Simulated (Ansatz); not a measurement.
**CH₂Al+ (singlet): from Hartree-Fock to the top rungs, cc-pVDZ**

One table from this session's results is given with a row withheld; the runs are named, their logs left out.

The runs use Ansatz 0.2.0, Gaussian basis; cc-pVDZ, core rule «outside noble gas», up to 6 orbitals frozen.

The runs, in order: UHF; CCSD(T) on RHF; CCSD(T) on UHF; BCCD(T) on RHF; CISD; CCSDT(Q) on RHF; CCSDT(Q) on UHF; CCSDTQ on RHF; CCSDTQ on UHF.

7 further runs of the same task are left out: 2 for a known fault of the program, 5 set aside as unsound or not needed.

**The system**

The geometry is a PBE0/def2-TZVP stationary point (not a proven minimum) of the parent state, kept for this charge and spin.

4 atoms, charge 1, spin multiplicity 1.

Atoms are counted from 1 here; the program's logs count them from 0.

Bond lengths: Al1–C2 1.836 Å, Al1–H3 1.585 Å, C2–H4 1.088 Å. Angles: C2–Al1–H3 133.0°, Al1–C2–H4 142.5°.

The first run:

The input, in.yaml:

```yaml
crystal:
  periodic: [false, false, false]
  atoms:
    - {symbol: Al, position_ang: [0.000000, -0.107766, 0.567543]}
    - {symbol: C, position_ang: [0.000000, 0.196499, -1.243154]}
    - {symbol: H, position_ang: [0.000000, 0.856616, 1.824835]}
    - {symbol: H, position_ang: [0.000000, -0.313339, -2.203862]}
basis:
  gaussian: {orbitals: cc-pVDZ}
total_charge: 1
magnetization: {spin_polarized: true, initial_magnetization: 0}
hamiltonian: {xc: hf}
output: {orbitals: {seedname: orbitals}}
```

Command:

```console
$ ansatz run in.yaml --threads 1 --pin off --events-out ev --progress --plain --max-ram 4096MiB --backend cpu
```

Among the steps run: UHF; CCSD(T) on RHF; CCSD(T) on UHF; BCCD(T) on RHF; CISD; CCSDT(Q) on RHF; CCSDT(Q) on UHF; CCSDTQ on RHF; CCSDTQ on UHF.

One of the session's tables, all rows but one given; the rest of the session is left out.

```
   method  from RCCSDTQ (kcal/mol)
      RHF                  +119.82
     RMP2                        ?
     CISD                   +13.53
    RCCSD                    +5.58
 RCCSD(T)                    +1.77
  BCCD(T)                    +1.82
   RCCSDT                    +0.54
RCCSDT(Q)                    +0.07
  RCCSDTQ                        0
```

Q: Estimate the row for RMP2 from the others.

As computed: from RCCSDTQ (kcal/mol): +28.30. In the column «from RCCSDTQ (kcal/mol)» it lies between CISD (+13.53) and RHF (+119.82).

To keep in mind: Left out of the table: UHF, UMP2, UCCSD, UCCSD(T), UCCSDT, UCCSDT(Q), UCCSDTQ (another determinant or state than the rows shown).
